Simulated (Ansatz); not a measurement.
Compare A (`NC1=C(O)C1`) with its isomer B (`COCC#N`).

Computed with Ansatz on PBE0-D4/def2-TZVP structures; ΔE is electronic, products minus reactants. CBS: MP2 limit from def2 TZ/QZ plus the TZ coupled-cluster correction, frozen cores. This one scheme is used for every species. DFT in def2-TZVPP. B3LYP here is the variant with VWN-RPA as its local correlation; programs differ in this. One conformer a species, not always the lowest.

Problem. Which isomer does CCSD(T)/CBS put lower? Give the gap. (Estimate.)

Solution. The calculation gave: B, by 165.1 kJ/mol.

Problem. Give E(B) − E(A) in kJ/mol with r2SCAN-D4, PBE-D4, B3LYP, B3LYP-D4, CCSD/def2-TZVPP, LDA (SPW92), ωB97M-V. (Best estimate.)

Solution. The calculation gave: r2SCAN-D4 -140.9, PBE-D4 -123.3, B3LYP -159.0, B3LYP-D4 -158.6, CCSD/def2-TZVPP -179.6, LDA (SPW92) -87.8, ωB97M-V -157.1. None reverses the order clearly.

Problem. Does the order hold for the free energy at 298.15 K (harmonic terms from PBE0-D4)? (Estimate.)

Solution. Computed: Yes: G(B) − G(A) = -165.6 kJ/mol, for one conformer each.

Largest T1 diagnostic: 0.012.

From BLYP to BHLYP (50 % exact exchange), in def2-TZVPP and without D4, E(B) − E(A) moves by −6.4 kJ/mol. At CCSD(T), def2-SVP lies −16.7 kJ/mol from the extrapolated value and def2-TZVPP −11.4 kJ/mol.
